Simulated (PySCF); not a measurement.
Saddle point of SiNH$_{6}$F, closed shell (SiNH₄F ([NH2][SiH2][F]) + H₂ → SiNH₅ ([NH2][SiH3]) + HF; bonds formed: Si1–H7, F2–H6; bonds broken: Si1–F2, H6–H7), PBE0-D4/def2-TZVP structure:

Si1  (0.425, -0.069, 0.319)
F2  (0.104, -0.921, -1.432)
H3  (1.160, -1.293, 0.695)
H4  (0.927, 0.994, 1.244)
N5  (-1.244, 0.135, 0.468)
H6  (0.869, 0.009, -1.415)
H7  (1.315, 0.706, -0.900)
H8  (-1.918, -0.343, -0.103)
H9  (-1.640, 0.784, 1.124)
(Å)

Energies are electronic, without zero-point energy. Barriers and step energies count from the start structure reached by relaxing down the imaginary mode; all methods use the PBE0-D4 structures, on which another method's saddle can fall below an end. Program: PySCF 2.14 with density fitting (its default auxiliary sets; JK sets also for MP2 and CCSD(T)). Basis: def2-TZVPP, with def2-QZVPP for the basis limit. Cores are frozen in the correlated methods. B3LYP uses VWN-RPA correlation. Extrapolation: Hartree–Fock as exp(−7.88 √X), correlation as X^−2.97.

```
   method  barrier (kcal/mol)  step energy (kcal/mol)
    SPW92                   ?                   25.95
   PBE-D4               48.76                   27.78
r2SCAN-D4               53.15                   30.90
  PBE0-D4               52.98                   28.00
 B3LYP-D4               57.03                   30.36
 BHLYP-D4               61.81                   30.99
  wB97M-V                   ?                   30.50
       HF               74.22                   32.48
      MP2                   ?                   31.03
     CCSD               61.30                   29.92
  CCSD(T)               59.07                   29.87
```

Fill in the withheld barriers. (To be estimated.)

The calculation gives: MP2 58.66; wB97M-V 56.36; SPW92 40.23 kcal/mol. Each is the energy of the saddle less that of the start structure, by the same method.

For comparison, the barrier by CCSD(T) at an estimated basis limit (MP2 extrapolated from triple and quadruple zeta, plus CCSD(T) − MP2 in triple zeta) is 58.76 kcal/mol.

No T1 diagnostic of these runs exceeds 0.013.

Labels in which every atom is bracketed show which atoms are joined, not bond orders.

For scale, one of the runs: CCSD(T)/def2-TZVPP, 188 basis functions, launched by `OMP_NUM_THREADS=4 python run.py`. Time: 6.1 min of wall clock on 4 CPU threads of an Arm Neoverse V1; the host was shared. Peak host memory: 2 GiB.
